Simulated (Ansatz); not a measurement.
System: hcp Tl. Method: PBEsol+SOC in Ansatz (PAW).

Numerical settings: plane-wave cutoff 520 eV, 18×18×10 k mesh (along the axes of the cell as run), Fermi–Dirac smearing 0.05 eV, PAW data made under PBE.

A third-order Birch–Murnaghan fit to the energies gives V0 = 28.137 Å³/atom, B0 = 37.6 GPa, B′ = 5.5.

| V (Å³/atom) | P (GPa) |
|---|---|
| 27.012 | ___ |
| 27.575 | ___ |
| 28.138 | 0.002 |
| 28.700 | ___ |
| 29.263 | ___ |

Task: Estimate the withheld pressures from this fit; the answers are the runs' own values.

Result: 
- 27.012, P (GPa): 1.715
- 27.575, P (GPa): 0.802
- 28.700, P (GPa): -0.706
- 29.263, P (GPa): -1.325

The formula P = (3/2) B0 (x^(7/3) − x^(5/3)) [1 + (3/4)(B′ − 4)(x^(2/3) − 1)] with x = V0/V meets the computed pressures within 0.01 GPa when these rounded values are put in.

Shape and atoms are relaxed at each volume.

Measured, for comparison: bulk modulus 37.4 GPa (copied from a table, unchecked, extrapolated to 0 K and zero-point effects removed; as tabulated in Lejaeghere et al. (2013), arXiv:1204.2733). Computed (rounded) less measured: bulk modulus not scored (unchecked).

Note: the bulk modulus comes from volumes at which shape and atoms were relaxed.

Ansatz is an electronic-structure program.
